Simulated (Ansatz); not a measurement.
Relaxing GaMo2

All numbers below come from DFT PBE, scalar-relativistic, plane waves, PAW in Ansatz 0.2.0.

GaMo2 was placed on the marcasite structure type (Pnnm, No. 58), with Ga in place of Fe, Mo in place of S, at a guessed volume.

The final relaxation ran on this input, with the default PAW datasets:

```yaml
crystal:
  lattice:
    - [-1.3335766968, 2.3916626414, 3.7355115782]
    - [1.3335766968, -2.3916626414, 3.7355115782]
    - [1.3335766968, 2.3916626414, -3.7355115782]
  atoms:
    - { symbol: Ga, position: [0.0, 0.0, 0.0] }
    - { symbol: Mo, position: [0.3265511899, 0.8265511899, 0.5] }
    - { symbol: Mo, position: [0.6734488101, 0.1734488101, 0.5] }
basis:
  ecutwfc: 420
kpoints:
  mp_grid: { grid: [20, 20, 20] }
hamiltonian:
  xc: pbe
scf:
  occupations: { method: gaussian, width: 0.1 }
output:
  forces: true
  stress: true
  eigenvalues: true
relax:
  adjacent_minimum: "off"
  f_tol: 0.01
  max_steps: 80
  cell: { stress_tol: 0.05 }
```

Launched as:

```bash
ansatz run input.yaml --threads 1 --pin off --max-ram 2560MiB --backend cpu --events-out ev --progress --plain --runs-dir out
```

It took 7.8 min on 1 thread of Arm Neoverse V1, on a shared host, peak memory 1.3 GiB.

The program printed at the end:

```
SCF converged after 8 iterations
Free energy (F): -13694.673554 eV
Harris-Foulkes:  -13694.673554 eV  (|F-HF|=0.00e0)
Internal energy: -13694.661840 eV  (E = F + TS)
E sigma→0 (E₀):  -13694.667697 eV
Entropy (-TS):   -0.011714 eV (-3.905 meV/atom)
Fermi energy:    17.499157 eV
--- Per-component energies (eV) ---
  E_band       = -133.441435
  E_kinetic    = 998.599515
  E_local      = -3299.993426  (includes V_loc(G=0)·N_el)
  E_nonlocal   = 709.821991
  E_hartree    = 1335.338512
  E_xc         = -436.623324
  E_vxc        = -516.727514  (∫ρ·V_xc dr)
  E_paw        = -8389.596167  (= ΣΔE_a)
  E_vpaw       = -695.818995  (= ΣTr[D̂ρ^β])
  E_aug_tail   = -0.000030  (compensation charges beyond the density's cutoff)
  E_ewald      = -4612.208911
  E_smearing   = -0.011714  (= −TS)
  E_closure    = 0.000000  (closes the sum)
  Σ components = -13694.673554   (vs F -13694.673554, Δ=0.00e0)
--- Forces (eV/Å), atoms counted from 1 ---
  atom   1  Ga     0.00000000     0.00000000     0.00000000
  atom   2  Mo     0.00000000     0.00000000    -0.00130710
  atom   3  Mo     0.00000000     0.00000000     0.00130710
  max |Σ_I F_I| component: 0.00e0 eV/Å
--- Stress (GPa, compression-positive) ---
        0.014912       0.000000       0.000000
        0.000000       0.005487       0.000000
        0.000000       0.000000       0.005350
  P = ⅓ Tr σ = 0.0086 GPa (0.086 kbar)
--- Relaxed structure (4 steps of the walk, 4 accepted, 1 SCFs on fresh bases) ---
  F+E_penalty+E_count = -13694.67355369 eV   max|allowed force component| = 1.307e-3 eV/Å   (the final SCF, on the basis selected at the relaxed cell)
  cell:  # Å, volume = 47.7533 Å³
    - [-1.336626, 2.392624, 3.733011]
    - [1.336626, -2.392624, 3.733011]
    - [1.336626, 2.392624, -3.733011]
  atoms:
    - { symbol: Ga, position: [0.000000, 0.0, 0.000000] }
    - { symbol: Mo, position: [0.326996, 0.826996, 0.500000] }
    - { symbol: Mo, position: [0.673004, 0.173004, 0.500000] }
```

Total energies depend on the potentials used, so only differences within one code and one set of settings carry meaning.

The result has space group Immm (No. 71). Around Ga lie 2 Ga at 2.67 Å and 8 Mo at 2.72–2.78 Å; around Mo lie 3 Mo at 2.58–2.67 Å, 4 Ga at 2.72–2.78 Å and 4 Mo at 2.97 Å.

Against the elements it lies at 0.13 eV/atom. Energies over the elements count from the elements' standard structures at the same level, with no empirical corrections.

For metals, differences of a few meV/atom aren't resolved.

A structure relaxed within its symmetry needn't be a true minimum.